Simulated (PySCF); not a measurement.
**SiO + NH₃ → HSiN + H₂O**

Level: PBE0 in the def2-TZVP basis family, all electrons, no relativity, computed in PySCF with density fitting; open shells unrestricted.

```
species                                      state and structure      E (Eh)  ZPE (kJ/mol)  H(298 K) − H(0) (kJ/mol)  S° (J/(mol K))
    SiO                               singlet, C∞v, Si–O 1.509 Å  -364.55822           7.6                       8.7           211.5
    NH₃        singlet, C3v, N–H 1.013 Å (×3); H–N–H 107.1° (×3)   -56.51312          90.6                      10.0           192.4
   HSiN  singlet, C∞v, Si–H 1.487 Å, Si–N 1.557 Å; H–Si–N 180.0°  -344.54742          24.0                      11.1           225.3
    H₂O             singlet, C2v, O–H 0.960 Å (×2); H–O–H 105.1°   -76.37736          56.5                       9.9           188.7
```

Task: What is the electronic reaction energy?

Result: At PBE0/def2-TZVP, ΔE = 384.8 kJ/mol from the differences of the total energies times 2625.5, uphill. 

Task: Add zero-point, thermal and entropy terms for 298.15 K and 1 bar.

Result: ΔZPE = -17.7 and Δ[H(298) − H(0)] = 2.3 kJ/mol give ΔH° = 369.4 kJ/mol. ΔS° = 10.1 J/(mol K), so ΔG° = 369.4 − 298.15 × (0.0101) = 366 kJ/mol.

Only the bonding shown was studied: isomers, or loss of a ligand pair, can lie lower.
